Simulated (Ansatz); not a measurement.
A made-up structure of CH4BO (charge +1), closed shell:

```xyz
7
angstrom
C -0.8009 0.4784 -0.1955
B 0.4198 -0.3145 0.1155
O 1.3815 -1.0445 0.3815
H 0.8756 -1.0639 -0.6282
H -0.7047 0.9522 -1.1788
H -0.9542 1.2521 0.5651
H 2.3318 -1.1370 0.5181
```

It is relaxed with PBE-D4/def2-SVP and then PBE0-D4/def2-TZVP (Ansatz 0.2.0). Atoms count as bonded within 1.22 times the sum of their covalent radii (H–H: 0.88 Å). The end point is not checked to be a true minimum.

(1) Does its bonding change? (A judgement: the text doesn't fix the answer.)

Results:

(1) The calculation gives: Yes. Formed: none; broken: B2–H4.

Where it ends: The first stage lowers the energy by 4.35 eV in 14 steps. It ends as CH₄BO ([CH2][B][OH2]), total charge +1:
```xyz
7
angstrom
C -0.5780 0.8462 -0.2110
B 0.3623 -0.1230 -0.0607
O 1.3267 -1.1180 0.0937
H 1.1665 -2.0558 -0.1370
H -0.6751 1.4163 -1.1318
H -1.2777 1.0979 0.5823
H 2.2242 -0.9407 0.4423
```

Labels in which every atom is bracketed show which atoms are joined, not bond orders.

For scale, one of the runs: PBE0-D4/def2-TZVP relaxation, 117 basis functions, launched by `ansatz run in.yaml --threads 2 --pin off --events-out ev --progress --plain --max-ram 4352MiB`. Hardware: 2 CPU threads of an Intel Xeon, shared host. Wall time about 9 s.
